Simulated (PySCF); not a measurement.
**Core-level binding energies of 1-methoxypropane**

1-methoxypropane, C₄H₁₀O.
Atom-mapped SMILES: `[CH3:1][CH2:2][CH2:3][O:4][CH3:5]`

Structure used (GFN2-xTB), in Å, numbered top down from 1:
```xyz
15
C4H10O angstrom
C     -2.271    0.012    0.411
C     -1.075   -0.482   -0.392
C      0.226    0.129    0.114
O      1.296   -0.359   -0.665
C      2.538    0.153   -0.267
H     -3.189   -0.435    0.038
H     -2.359    1.094    0.337
H     -2.161   -0.251    1.461
H     -1.194   -0.223   -1.444
H     -0.997   -1.569   -0.325
H      0.383   -0.135    1.173
H      0.182    1.228    0.045
H      3.284   -0.285   -0.926
H      2.766   -0.117    0.773
H      2.567    1.247   -0.356
```

Theory: delta-SCF UKS SCAN, pcX-2 on the ionised atom, pcseg-1 elsewhere, spin-free X2C (PySCF). Binding energies are ΔSCF values: E(core-ionised, relaxed orbitals) − E(ground state) at a fixed geometry, referred to the vacuum level.

Problem. Give the core binding energies atom by atom.

Solution. 
```csv
atom(s),environment,level,binding energy (eV),above the level's lowest (eV),count
C2,chain CH2 carbon,C 1s,290.50,0.00,1
C1,methyl carbon,C 1s,290.60,+0.10,1
C3,sp3 carbon bound to oxygen,C 1s,291.85,+1.35,1
C5,methoxy carbon,C 1s,292.04,+1.54,1
O4,ether oxygen,O 1s,538.17,0.00,1
```

The listed C 1s values span 1.54 eV, from C2 (bonded to 2 C and 2 H) to C5 (bonded to O and 3 H). Summing the Pauling electronegativity differences to the bonded atoms, each weighted by its formal bond order, gives -0.70 for the lowest site and -0.16 for the highest; the largest sum, +0.19, belongs to C3, 0.19 eV below the top. The smallest sum, -1.05, belongs to C1, 0.10 eV above the lowest.

Problem. Express the binding energy of O 1s of O4 in atomic units and per mole.

Solution. 538.17 eV = 19.7774 Eh = 51926 kJ/mol.

Isolated species at its GFN2-xTB geometry (one conformer only).

The run took 49 s on one thread, Arm Neoverse V1, shared host.
